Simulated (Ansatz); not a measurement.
Ansatz (an electronic-structure program) input (B3LYP-D3(BJ)/def2-TZVP):

Ansatz 0.2 input:
```yaml
crystal:
  periodic: [false, false, false]
  atoms:
    - {symbol: C, position_ang: [0.01630108, 0.00612396, 0.66681340]}
    - {symbol: C, position_ang: [-0.00420820, -0.00671841, -0.64002539]}
    - {symbol: H, position_ang: [-0.20813816, 0.87965642, 1.29149225]}
    - {symbol: H, position_ang: [0.26187481, -0.85426875, 1.30167164]}
    - {symbol: H, position_ang: [0.22389263, 0.85411927, -1.28102230]}
    - {symbol: H, position_ang: [-0.25253335, -0.87777600, -1.25890526]}
basis:
  gaussian:
    orbitals: def2-TZVP
hamiltonian:
  xc: b3lyp
  dispersion: d3bj
total_charge: 1
magnetization: {spin_polarized: true, initial_magnetization: 1}
relax: {f_tol: 0.002, max_steps: 150}
```

End of the output:

```
relax step   8: F+E_penalty+E_count = -2129.22534013 eV  Δ(F+E_penalty+E_count) = -1.917e-5 eV  max|allowed force component| = 1.284e-3 eV/Å  Δτ_max = 0.0022 Å  (32 SCF iters, accepted)
integrals: 0.01 GiB planned
536 factors; their error is unknown
mean field: 0.22 GiB planned
mean field -2129.11867412 eV, -78.2436681055 hartree, gradient 2.4e-5 eV, S^2 0.754009; 1 other end points of the search recorded, 0 dependent functions left out
the calculation of the forces begins
reference -2129.11886052 eV, -78.2436749556 hartree; 8, 7 occupied and 78, 79 virtual orbitals, 536 factors
Total energy: -2129.22552653 eV, -78.2475948591 hartree
Atom 0 at     0.017170     0.006835     0.707065 Å, force     0.000593     0.000575    -0.001279 eV/Å
Atom 1 at    -0.004833    -0.006298    -0.680391 Å, force     0.000195    -0.000537     0.001267 eV/Å
Atom 2 at    -0.202478     0.916246     1.265512 Å, force    -0.000884    -0.000328    -0.000724 eV/Å
Atom 3 at     0.254811    -0.892079     1.275054 Å, force     0.000590     0.000382    -0.000035 eV/Å
Atom 4 at     0.218272     0.891446    -1.256098 Å, force     0.000496    -0.000395     0.001284 eV/Å
Atom 5 at    -0.245754    -0.915015    -1.231118 Å, force    -0.000990     0.000304    -0.000513 eV/Å
Dipole moment:     0.000017    -0.000017    -0.000000 e Å
```
